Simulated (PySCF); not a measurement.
# Worked example: correlation energy of B2H, doublet

Geometry: a point of a bend scan, not a stationary point.

```csv
atom,x (Å),y (Å),z (Å)
B,-0.5615,0.0000,0.4685
B,0.5348,0.0000,-0.5883
H,0.2862,0.0000,1.2857
```

Basis 6-31G; PySCF 2.14.0. Only valence electrons are correlated (noble-gas cores frozen), which leaves 7 electrons in 18 orbitals. Prefix R: restricted or restricted open-shell reference.

Full CI is exact within this basis and frozen core; it isn't the basis-set limit.

The cluster runs stand on a determinant 0.25 eV above the lowest RHF solution, chosen by trial CCSD; the correlation energy below is counted from it.

Restricted and unrestricted runs freeze slightly different cores, so steps under 0.03 kcal/mol mean nothing.

| level | total energy (hartree) |
| --- | --- |
| RHF determinant under the cluster runs | -49.645211 |
| RMP2 | -49.760933 |
| RCCSD | -49.800348 |
| RCCSD(T) | -49.811807 |
| RCCSDT | -49.811741 |
| full CI | -49.812826 |

What is the correlation energy at full CI, and what share of it do RMP2 and RCCSD(T) recover?

E(corr) = -49.812826 − (-49.645211) = -0.167615 hartree = -4.561 eV. RMP2: -0.115722 / -0.167615 = 69.04 %. RCCSD(T): -0.166596 / -0.167615 = 99.39 %.

By how many kcal/mol does RCCSD(T) miss full CI (1 hartree = 627.509 kcal/mol), and which steps make up the rest?

-49.811807 − (-49.812826) = 0.001019 hartree = 0.64 kcal/mol. Steps: RCCSDT − RCCSD(T) = 0.04, full CI − RCCSDT = -0.68 kcal/mol. That is within 1 kcal/mol of the reference in this basis, which itself misses far more of the correlation at the basis-set limit.
